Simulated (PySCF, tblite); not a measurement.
What does the PBE0/def2-TZVP structure of `C=C=O` (ketene) look like in three dimensions?

```
atom  x, y, z in Å
C1    -0.450   -0.054    0.221
C2     0.784   -0.067   -0.209
O3     1.876   -0.079   -0.588
H4    -1.026   -0.967    0.209
H5    -0.877    0.871    0.580
```

Any rigid rotation of these coordinates is as good. Atoms count from 1 in this order. 

Bonds between heavy atoms (Å): C1=C2 1.307, C2=O3 1.156.

Method used: PBE0/def2-TZVP geometry optimisation, gas phase in PySCF.

Point group: C2v (every atom within 0.08 Å of its image). PBE0/def2-TZVP frequencies: not computed here.

On Arm Neoverse V2, one thread (shared host), this took 4.6 s and 0.39 GiB of memory at its peak. This is the geometry optimisation.

***

Task: Write Cartesian coordinates for `C(=P\[H])/F` as optimised with GFN2-xTB.

Result: 
```xyz
5
CH2FP angstrom
F     -1.6206   -0.5753   -0.3369
C     -0.4354    0.0221   -0.1523
P      0.7975   -0.7619    0.6590
H     -0.4270    1.0137   -0.5859
H      1.6941    0.3043    0.5277
```

Orientation and origin are arbitrary. Atoms count from 1 in this order. 

Bonds between heavy atoms (Å): F1–C2 1.340, C2=P3 1.671.

Structure optimised with GFN2-xTB, isolated species.

Point group: Cs (every atom within 0.08 Å of its image). Its GFN2-xTB frequencies are all real (lowest 351 cm⁻¹).

The numbers are calculated, not measured.
